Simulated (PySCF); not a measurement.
**Stretching PH**

Set-up: PySCF, no relativity, basis sets P pcseg-2, H pcseg-2. Energies in eV from P + H in their ground configurations at the same level. All curves are PBE0. state 1: ³Σ⁻ (triplet), unpaired electrons π ↑↑; state 2: Ms = 0 determinant of mixed spin (⟨S²⟩ near 1.0), unpaired electrons π ↑↓, a mixture of terms (⟨Lz²⟩ = 2.0), a second solution, started from another occupation; state 3: singlet, one real π or δ orbital doubly filled, a mixture of terms (⟨Lz²⟩ = 2.0), a second solution, started from another occupation; state 4: quintet, unpaired electrons σ ↑↑, π ↑↑, a second solution, started from another occupation.

```tsv
R (Å)	state 1	state 2	state 3	state 4
1.229	-2.625	-2.254	-1.053	5.3131
1.286	-2.929	-2.560	-1.357	4.7107
1.343	-3.104	-2.736	-1.531	4.2076
1.386	-3.169	-2.802	-1.596	3.8799
1.429	-3.188	-2.823	-1.615	3.5838
1.472	-3.171	-2.806	-1.596	3.3137
1.529	-3.102	-2.738	-1.525	2.9868
1.601	-2.960	-2.597	-1.381	2.6196
1.686	-2.734	-2.371	-1.150	2.2297
1.800	-2.377	-2.013	-0.786	1.7822
```

Put a parabola through the three lowest points of the state 1 curve and estimate Re, k and ωe (reduced mass 0.9761 u; 1 eV/Å² = 0.16022 mdyn/Å; ωe = 1302.8·√(k/μ) cm⁻¹).

Through R = 1.386, 1.429, 1.472 Å the second-order coefficient is 9.73 eV/Å², so Re ≈ 1.430 Å, k ≈ 3.12 mdyn/Å and ωe ≈ 2329 cm⁻¹. A polynomial fit of higher order to the unrounded PBE0 energies gives Re = 1.429 Å, k = 3.22 mdyn/Å, ωe = 2367 cm⁻¹; anharmonicity and rounding make the difference.

The higher-order fit for each curve: state 1: Re = 1.429 Å, ωe = 2367 cm⁻¹, De = 3.19 eV; state 2: Re = 1.430 Å, ωe = 2366 cm⁻¹, minimum 2.82 eV below the ground-state fragments; state 3: Re = 1.428 Å, ωe = 2382 cm⁻¹, minimum 1.61 eV below the ground-state fragments. State 4 gave no clean fit.

The state was picked by a PBE0 search and need not be the measured ground state.
